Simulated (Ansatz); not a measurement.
Harmonic frequencies (cm⁻¹) at PBE0-D4/def2-TZVP from Ansatz: 520, 551, 610, 635, 728, 1038, 1087, 1137, 1387, 1425, 1617, 1694, 1795, 3217, 3568, 3583, 3688, 3689.

Each molecule was computed in one conformer, which needn't be the lowest.

Problem. Which molecule is it?
A. `NC=[NH2+]`
B. `C[N-]C`
C. `CC#[O+]`
D. `C[OH2+]`

Solution. A.
